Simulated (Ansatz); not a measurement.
## Structure optimisation: iron, bcc

Computed with DFT, revPBE, plane waves (420 eV) with PAW, scalar-relativistic (Ansatz). (PAW data from PBE, frozen cores regenerated.)

k-point mesh 11×11×11, Fermi-Dirac smearing 0.05 eV, starting moments 2.50, -2.50 μB. Cell and atoms relax.

Starting structure:

```
CELL_PARAMETERS angstrom
2.86650 0.00000 0.00000
0.00000 2.86650 0.00000
0.00000 0.00000 2.86650
ATOMIC_POSITIONS crystal
Fe 0.00000 0.00000 0.00000
Fe 0.50000 0.50000 0.50000
```

Q: The pressure at the start is -5.5 GPa. By how much does the volume change?

A: From 11.78 to 11.21 Å³ per atom, -4.8 %. The final cell has a = 2.820 Å.

Q: How much energy does the relaxation gain?

A: 10.6 meV per atom.

Q: Which magnetic state does it end in?

A: antiferromagnetic, largest moment 1.42 μB in the atomic sphere; moments 1.42, -1.42 μB.
